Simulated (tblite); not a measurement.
C2H6N (doublet state).
Atom-mapped SMILES: `[CH3:1][N:2][CH3:3]` (hydrogens: H4, H5, H6 on C1; H7, H8, H9 on C3)

Calculated harmonic vibrations of the isolated species, GFN2-xTB (tblite), most abundant isotopes, no scaling. Errors from tens to a few hundred cm⁻¹ against measured bands are possible. Open shells enter through the occupations alone, without spin polarisation, and single modes of such species can be off by tens of per cent.

Harmonic wavenumbers (cm⁻¹): 42.7, 63.2, 463.5, 969.8, 979.6, 1025.6, 1054.5, 1194.9, 1240.6, 1378.1, 1378.5, 1420.7, 1427.1, 1454.2, 1469.0, 2850.3, 2855.4, 2865.0, 2867.9, 2924.2, 2928.1.

A = 44783, B = 9515, C = 8676 MHz; mass 44.050 u (most abundant isotopes); point group C2, symmetry number 2; spin multiplicity 2.

Q: What is the zero-point energy?

A: Half the sum of the wavenumbers: 16426 cm⁻¹ = 46.97 kcal/mol.

Q: Entropy at 298.15 K, 1 bar (ideal gas, RRHO, classical rotation)?

A: Translation 37.30, rotation 20.61, vibration 10.78, spin (R ln 2) 1.38: S = 70.1 cal/(mol K).

Q: And Cp and H(298.15 K) − H(0)?

A: Cp = 15.70 cal/(mol K), of which vibrations give 7.75 (their classical limit is 21 R = 41.7); H(298.15 K) − H(0) = 3.70 kcal/mol without the zero-point energy, 1.33 from vibrations.

Q: How do the functions run with temperature in this model?

A: 
```csv
T (K),S (cal/(mol K)),Cp (cal/(mol K)),H − H(0) (kcal/mol),G − H(0) (kcal/mol),ln q(vib)
50,47.8,11.2,0.48,-1.91,0.52
100,55.9,11.8,1.06,-4.52,1.30
373.15,73.9,18.4,4.98,-22.59,3.73
500,79.9,23.0,7.61,-32.35,4.65
750,90.7,30.3,14.32,-53.70,6.50
1000,100.2,35.5,22.59,-77.58,8.36
```

q(vib) and H(0) count from the zero-point level.

Q: Which modes carry the vibrational entropy at 298.15 K?

A: 42.7 cm⁻¹: 5.13; 63.2 cm⁻¹: 4.35; 463.5 cm⁻¹: 0.76; 969.8 cm⁻¹: 0.11; 979.6 cm⁻¹: 0.10; 1025.6 cm⁻¹: 0.08 cal/(mol K); the other 15 give 0.25 together.

Q: Blend soft modes into free rotors: weight 1/[1 + (100 cm⁻¹/ν̃)⁴] for the oscillator and the rest for a rotor with moment μB/(μ + B), μ = h/(8π²ν), B = 10⁻⁴⁴ kg m². What vibrational entropy results?

A: 8.50 cal/(mol K) in place of 10.78, which changes −T·S at 298.15 K by +0.68 kcal/mol.

Q: What must be added to the electronic energy to get the Gibbs energy at 298.15 K and 1 bar?

A: ZPE + [H(298.15 K) − H(0)] − T·S = 46.97 + 3.70 − 20.89 = 29.78 kcal/mol.

Hindered rotation and anharmonicity are outside this model.

Time: 0.1 s of wall time. Hardware: Arm Neoverse V1, one thread, no GPU, shared host. The figure is for the frequency step alone.
